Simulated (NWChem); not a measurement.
# SiH4 (silane): levels of theory compared

We compute a comparison of 5 runs (HF/STO-3G, HF/3-21G, B3LYP/6-31G*, CR-CCSD(T)/cc-pVTZ) of SiH4 (silane). 

The results are computed with NWChem 7.3.0.

1 further run of the same task is left out (set aside as unsound or not needed).

## Step 1: The system as given

The species is SiH4 (5 atoms), meant as a singlet with charge 0. As SMILES, `[SiH4]`. The coordinates come from a PBE0-D4/def2-TZVP relaxation.

Bond lengths: Si1–H2 1.485 Å, Si1–H3 1.485 Å, Si1–H4 1.485 Å, Si1–H5 1.485 Å. Angles: H2–Si1–H3 109.5°, H2–Si1–H4 109.5°, H2–Si1–H5 109.5°, H3–Si1–H4 109.5°, H3–Si1–H5 109.5°, H4–Si1–H5 109.5°.

## Step 2: Energy and forces at HF/STO-3G (run 1)

Contents of h4si.nw:

```
start h4si
title "H4Si"
memory stack 880 mb heap 220 mb global 1100 mb
geometry units angstroms noautosym nocenter noautoz
 Si     0.000000     0.000000    -0.000100
 H      0.967600    -0.688400     0.890900
 H     -1.331000     0.044900     0.656000
 H     -0.105100    -0.740300    -1.282600
 H      0.468500     1.383800    -0.264200
end
basis spherical bse
 * library STO-3G
end
scf
 thresh 1e-08
 maxiter 80
end
task scf gradient
```

Run with:

```bash
$ nwchem h4si.nw > h4si.out
```

What it wrote:

```text
[...]
  functions       =    13
[...]
  wavefunction    = RHF
[...]
         Total SCF energy =   -287.909069097520
      One-electron energy =   -442.736035386606
      Two-electron energy =    133.556376478629
 Nuclear repulsion energy =     21.270589810457
        Time for solution =      0.0s
[...]
                         RHF ENERGY GRADIENTS
    atom               coordinates                        gradient
                 x          y          z           x          y          z
   1 Si      0.000000   0.000000  -0.000189   -0.000004  -0.000021  -0.000061
   2 H       1.828499  -1.300887   1.683557    0.021554  -0.015338   0.019867
   3 H      -2.515225   0.084849   1.239660   -0.029658   0.000996   0.014636
   4 H      -0.198610  -1.398964  -2.423763   -0.002342  -0.016494  -0.028563
   5 H       0.885337   2.615003  -0.499266    0.010449   0.030857  -0.005879
[...]
```

Wall time 0.56 s (1 thread of AMD EPYC 9R45 (Zen 5), shared host); peak memory 0.099 GiB.

## Step 3: Energy and forces at HF/3-21G (run 2)

Contents of input.nw:

```
start input
title "H4Si"
memory stack 880 mb heap 220 mb global 1100 mb
geometry noautosym nocenter noautoz
   Si     0.000000     0.000000    -0.000100
   H      0.967600    -0.688400     0.890900
   H     -1.331000     0.044900     0.656000
   H     -0.105100    -0.740300    -1.282600
   H      0.468500     1.383800    -0.264200
end
basis "ao basis" spherical bse
   * library 3-21G
end
scf
   nopen 0
   rhf
   thresh 1e-08
   maxiter 80
   print medium
end
task scf gradient
```

Run with:

```bash
$ nwchem input.nw > input.out
```

What it wrote:

```text
[...]
  functions       =    21
[...]
  wavefunction    = RHF
[...]
         Total SCF energy =   -289.686976348031
      One-electron energy =   -443.529133488554
      Two-electron energy =    132.571567330066
 Nuclear repulsion energy =     21.270589810457
        Time for solution =      0.1s
[...]
                         RHF ENERGY GRADIENTS
    atom               coordinates                        gradient
                 x          y          z           x          y          z
   1 Si      0.000000   0.000000  -0.000189   -0.000003  -0.000017  -0.000036
   2 H       1.828499  -1.300887   1.683557   -0.000522   0.000369  -0.000466
   3 H      -2.515225   0.084849   1.239660    0.000711  -0.000028  -0.000338
   4 H      -0.198610  -1.398964  -2.423763    0.000056   0.000396   0.000694
   5 H       0.885337   2.615003  -0.499266   -0.000242  -0.000720   0.000145
[...]
```

Run time: 0.6 s. Hardware: 1 thread of AMD EPYC 9R45 (Zen 5), shared host; peak memory 0.098 GiB.

Run 3 isn't shown in full; the table further down has it.

## Step 4: Energy and forces at B3LYP/6-31G(d) (Cartesian functions) (run 4)

Contents of run.py:

```python
from ase import Atoms
from ase.calculators.nwchem import NWChem

molecule = Atoms('SiHHHH', positions=[
    [-0.000000, 0.000000, -0.000100],
    [0.967600, -0.688400, 0.890900],
    [-1.331000, 0.044900, 0.656000],
    [-0.105100, -0.740300, -1.282600],
    [0.468500, 1.383800, -0.264200],
])

calc = NWChem(
    label='h4si',
    theory='dft',
    memory='2200 mb',
    basis='6-31G*',
    dft={'xc': 'b3lyp', 'mult': '1', 'grid': 'xfine', 'convergence': 'energy 1e-08', 'iterations': '100', 'mulliken': None},
)
molecule.calc = calc

forces = molecule.get_forces()
print("Total energy (eV):", round(molecule.get_potential_energy(), 6))
print("forces (eV/A):")
for s, f in zip(molecule.symbols, forces):
    print(f"{s:2s} {f[0]:10.5f} {f[1]:10.5f} {f[2]:10.5f}")
print("dipole (e A):", molecule.get_dipole_moment().round(4))
```

Run with:

```bash
$ export ASE_NWCHEM_COMMAND="nwchem PREFIX.nwi > PREFIX.nwo"
$ python run.py
```

What it wrote:

```text
Total energy (eV): -7942.559703
forces (eV/A):
Si    0.00015    0.00087    0.00175
H     0.01697   -0.01193    0.01496
H    -0.02304    0.00093    0.01075
H    -0.00180   -0.01291   -0.02273
H     0.00771    0.02299   -0.00473
dipole (e A): [-0.     -0.     -0.0001]
```

The calculator wrote h4si.nwi:

```
title "h4si"

permanent_dir h4si

scratch_dir h4si

start h4si

geometry units angstrom nocenter noautosym noautoz
  Si -0.0000000000000000e+00 0.0000000000000000e+00 -1.0000000000000000e-04
  H  9.6760000000000002e-01 -6.8840000000000001e-01 8.9090000000000003e-01
  H  -1.3310000000000000e+00 4.4900000000000002e-02 6.5600000000000003e-01
  H  -1.0510000000000000e-01 -7.4029999999999996e-01 -1.2826000000000000e+00
  H  4.6850000000000003e-01 1.3837999999999999e+00 -2.6419999999999999e-01
end

memory 2200 mb

basis noprint
   * library 6-31G*
end

dft
  xc b3lyp
  mult 1
  grid xfine
  convergence energy 1e-08
  iterations 100
  mulliken
end

task dft gradient
```

h4si.nwo:

```text
Northwest Computational Chemistry Package (NWChem) 7.3.0
             --------------------------------------------------------

           Job information
           ---------------

    nwchem branch   = 7.3.0
    use scalapack   = T
    input           = h4si.nwi
    prefix          = h4si.
    data base       = h4si/h4si.db
    status          = startup
    nproc           =        1

           Memory information
           ------------------

    heap     =     72089594 doubles =      550.0 Mbytes
    stack    =     72089599 doubles =      550.0 Mbytes
    global   =    144179200 doubles =     1100.0 Mbytes (distinct from heap & stack)
    total    =    288358393 doubles =     2200.0 Mbytes
    verify   = yes
    hardfail = no

           Directory information
           ---------------------

  0 permanent = h4si
  0 scratch   = h4si

                                NWChem Input Module
                                -------------------

                                       h4si
                                       ----

[... 84 lines left out ...]
  convergence criterion.
[... 17 lines left out ...]
          Convergence on gradient requested:  5.00D-04
[... 25 lines left out ...]
          Convergence aids based upon iterative change in
[... 28 lines left out ...]
 1-e energy   =    -444.476152
[... 36 lines left out ...]
         Total DFT energy =     -291.883687790931
[... 2 lines left out ...]
    Exchange-Corr. energy =      -22.389733740671
[... 261 lines left out ...]
          Convergence on energy requested:  1.00D-08
[... 23 lines left out ...]
          Spatial weights used:  Erf1
[... 4 lines left out ...]
          total energy or number of iterations.
[... 18 lines left out ...]
                            NWChem DFT Gradient Module
                            --------------------------

                                       h4si

  charge          =   0.00
  wavefunction    = closed shell

                         DFT ENERGY GRADIENTS

    atom               coordinates                        gradient
                 x          y          z           x          y          z
   1 Si      0.000000   0.000000  -0.000189   -0.000003  -0.000017  -0.000034
   2 H       1.828499  -1.300887   1.683557   -0.000330   0.000232  -0.000291
   3 H      -2.515225   0.084849   1.239660    0.000448  -0.000018  -0.000209
   4 H      -0.198610  -1.398964  -2.423763    0.000035   0.000251   0.000442
   5 H       0.885337   2.615003  -0.499266   -0.000150  -0.000447   0.000092

                 ----------------------------------------
                 |  Time  |  1-e(secs)   |  2-e(secs)   |
                 ----------------------------------------
                 |  CPU   |       0.00   |       0.06   |
                 ----------------------------------------
                 |  WALL  |       0.00   |       0.06   |
                 ----------------------------------------

 Task  times  cpu:        2.1s     wall:        2.1s
 Total times  cpu:        2.1s     wall:        2.1s
```

It took 2.9 s on 1 thread of AMD EPYC 9R45 (Zen 5), shared host; peak memory 0.12 GiB.

## Step 5: A single-point energy at CR-CCSD(T)/cc-pVTZ (run 5)

Contents of mymol.nw:

```
start mymol
memory stack 330 mb heap 110 mb global 1760 mb
charge 0

geometry noautosym nocenter noautoz
  Si       0.000000       0.000000      -0.000100
  H        0.967600      -0.688400       0.890900
  H       -1.331000       0.044900       0.656000
  H       -0.105100      -0.740300      -1.282600
  H        0.468500       1.383800      -0.264200
end

basis spherical bse
  * library cc-pVTZ
end

scf
  thresh 1e-08
  maxiter 80
end

tce
  scf
  cr-ccsd(t)
  freeze core 5
  maxiter 60
  2eorb
  2emet 13
end

task tce
```

Run with:

```bash
$ nwchem mymol.nw > mymol.out
```

What it wrote:

```text
[...]
  functions       =    90
[...]
  wavefunction    = RHF
[...]
         Total SCF energy =   -291.260512427371
      One-electron energy =   -445.489200814265
      Two-electron energy =    132.958098576436
 Nuclear repulsion energy =     21.270589810457
        Time for solution =      8.9s
[...]
         Wavefunction type : Restricted Hartree-Fock
          No. of electrons :    18
[...]
         Spin multiplicity : singlet
[...]
 CCSD total energy / hartree       =      -291.433512285147174
[...]
 CR-CCSD[T] total energy / hartree       =      -291.436974397348820
[...]
 CR-CCSD(T) total energy / hartree       =      -291.436882087834476
[...]
```

It took 26 s on 1 thread of AMD EPYC 9R45 (Zen 5), shared host; peak memory 0.43 GiB.

## Step 6: All runs side by side

```csv
run,level,iteration cap,module,energy (Eh),dipole moment (D),HOMO energy (eV),LUMO energy (eV),wall time
1,HF/STO-3G,80,scf,-287.909069,0.00,-11.44,14.05,0.56 s
2,HF/3-21G,80,scf,-289.686976,0.00,-13.18,5.00,0.6 s
3,B3LYP/6-31G* (spherical functions),100,dft,-291.881964,0.00,-9.61,1.40,2.5 s
4,B3LYP/6-31G* (Cartesian functions),100,dft,-291.883688,0.00,-9.61,1.40,2.9 s
5,CR-CCSD(T)/cc-pVTZ,80,tce,-291.436882,–,-13.22,4.18,26 s
```

## Step 7: Summary of results

| quantity | value |
| --- | --- |
| run 5: total energy | -291.43688 Eh |
| run 5: HOMO energy (Hartree–Fock orbitals) | -13.22 eV |
| run 5: LUMO energy (Hartree–Fock orbitals) | 4.18 eV |
| run 5: HOMO–LUMO gap (Hartree–Fock orbitals) | 17.40 eV |
| run 5: correlation energy (5 core orbitals frozen) | -176.4 mEh |

In words: Over runs 1, 2, 3, 4 the HOMO–LUMO gap runs from 11.00 eV (B3LYP/6-31G*) to 25.49 eV (HF/STO-3G). The two ends differ in method and basis. In run 1 the basis is minimal, so the values are rough. All runs together took 33 s, the longest 26 s.
